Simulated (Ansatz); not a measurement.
Worked example: SbH2, doublet against SbH$_{2}$⁻, singlet

Geometry (PBE0/def2-TZVPD stationary point of a singlet), kept for both states (SbH2⁻, singlet: A1; SbH2, doublet: B1):

```xyz
3

Sb    0.0000   -0.0198    0.0000
H     0.0000    1.1955    1.2291
H     0.0000    1.1955   -1.2291
```

Basis def2-SVPD with its core potentials; Ansatz 0.2.0. Correlated methods freeze the noble-gas cores and the filled d shells of p-block atoms. R marks a restricted (for open shells ROHF) determinant, U an unrestricted one. No spin–orbit coupling is included; scalar relativity enters through the core potentials alone.

Full CI isn't at hand for all of this; UCCSDTQ serves as the reference, and is uncertain by the last step of the cluster series or more.

The highest occupied Kohn–Sham level of the anion is positive, up to +2.07 eV, so in those functionals the extra electron is held by the basis alone, which enters their differences from the reference.

```
   level  E(SbH2⁻, singlet) (hartree)  E(SbH2, doublet) (hartree)
     UHF                  -240.397765                 -240.394548
    UMP2                  -240.513406                 -240.485584
UCCSD(T)                  -240.541724                 -240.512947
     PBE                  -241.432139                 -241.397589
 wB97M-V                  -241.394267                 -241.359014
 UCCSDTQ                  -240.542684                 -240.513717
```

Q: Give the vertical gap, SbH2 doublet less SbH2⁻ singlet, at each level in eV (1 hartree = 27.2114 eV), and each error against UCCSDTQ.

A: UCCSDTQ: (-240.513717 − (-240.542684)) × 27.2114 = 0.788 eV (the reference)
wB97M-V: (-241.359014 − (-241.394267)) × 27.2114 = 0.959 eV, error 0.171 eV
PBE: (-241.397589 − (-241.432139)) × 27.2114 = 0.940 eV, error 0.152 eV
UCCSD(T): (-240.512947 − (-240.541724)) × 27.2114 = 0.783 eV, error -0.005 eV
UMP2: (-240.485584 − (-240.513406)) × 27.2114 = 0.757 eV, error -0.031 eV
UHF: (-240.394548 − (-240.397765)) × 27.2114 = 0.088 eV, error -0.700 eV

Total energies of functionals can't be set beside those of wave-function methods, since they hold the core's correlation and their own absolute errors; only the differences compare.

In so small a basis the reference is far from its limit while semilocal and hybrid functionals are nearer theirs, so the functionals' errors here hold much of the reference's basis and frozen-core error, which can add to them or hide them.

Each level lands on the state that its own search finds. T1 diagnostics of restricted CCSD: 0.014 and 0.020.
